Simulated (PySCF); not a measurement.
CH3, SMILES [CH3] (connectivity only; charge and spin as stated), charge +1, multiplicity 1.

Geometry: B3LYP-D3(BJ)/def2-TZVPD. The multiplicity is an assumed one; other spin states were not compared. The isomer is the one that the SMILES or the coordinates give; other isomers of the formula were not compared.

The numbers are results of TDDFT-PBE0/def2-TZVPD (PySCF 2.14.0), not measurements.

Vertical excitations; the highest root listed may be one member of a degenerate set. The molecule is in vacuum. State labels are in the subgroup C2v.

Computed lowest excited states:
```csv
state,symmetry,energy (eV),λ (nm),f,main pairs
S1,A2,5.96,208,0.000,HOMO→LUMO (degenerate set)
S2,B2,5.96,208,0.000,HOMO−1→LUMO (degenerate set)
S3,A1,14.80,84,0.196,HOMO−1→LUMO+1 (degenerate set)
S4,B1,14.80,84,0.196,HOMO→LUMO+1 (degenerate set)
S5,B2,14.91,83,0.156,HOMO−2→LUMO 96 %
S6,B1,16.10,77,0.000,"HOMO→LUMO+3 49 %, HOMO−1→LUMO+2 49 %"
S7,A1,16.69,74,0.247,"HOMO−1→LUMO+3, HOMO→LUMO+2 (degenerate set)"
S8,B1,16.69,74,0.247,"HOMO−1→LUMO+2, HOMO→LUMO+3 (degenerate set)"
S9,A1,17.03,73,0.000,"HOMO→LUMO+2 36 %, HOMO−1→LUMO+3 36 %, HOMO−1→LUMO+5 13 %, HOMO→LUMO+4 13 %"
S10,B1,17.49,71,0.000,"HOMO→LUMO+5 49 %, HOMO−1→LUMO+4 49 %"
T1,A2,4.69,264,0,HOMO→LUMO (degenerate set)
T2,B2,4.69,264,0,HOMO−1→LUMO (degenerate set)
T3,B2,11.06,112,0,HOMO−2→LUMO 98 %
T4,B1,13.62,91,0,HOMO→LUMO+1 82 %
```
Triplets are in the Tamm–Dancoff approximation, which puts them higher than full response would, so one can lie above its singlet here.
